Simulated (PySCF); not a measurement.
# Chlorine: a sound run and one with changed settings

Sound run: Cl [Ne] 3s2 3p5, Cl+ [Ne] 3s2 3p4. Computed with PySCF 2.14 in x2c-SVPall, with the spin-free X2C one-electron Hamiltonian (Gaussian nucleus). In the sound run the correlated levels freeze [Ne]. The sound run starts from symmetry-adapted Hartree-Fock orbitals and uses a fine grid where one is needed.

Changed run: basis STO-3G, all-electron and non-relativistic. This setting is unsound on purpose.

```
species  method  sound run (hartree)  changed run (hartree)  converged
     Cl     UHF           -460.71238             -454.54219        yes
     Cl  r2SCAN           -461.36089             -455.11316        yes
     Cl    TPSS           -461.41068             -455.13773        yes
     Cl     MP2           -460.82149             -454.54219        yes
    Cl+     UHF           -460.28006             -454.12970        yes
    Cl+  r2SCAN           -460.88321             -454.65099        yes
    Cl+    TPSS           -460.93669             -454.67863        yes
    Cl+     MP2           -460.36910             -454.12970        yes
```

Ionisation energy of Cl:

```csv
method,sound run (eV),changed run (eV)
UHF,11.764,11.224
r2SCAN,12.998,12.576
TPSS,12.898,12.493
MP2,12.310,11.224
SCS-MP2,12.295,11.224
```

A minimal basis cannot let orbitals breathe on ionisation and holds almost no correlation. The Hamiltonian changed with the basis, so the totals do not compare.

For comparison, NIST gives 12.968 eV between the lowest levels.
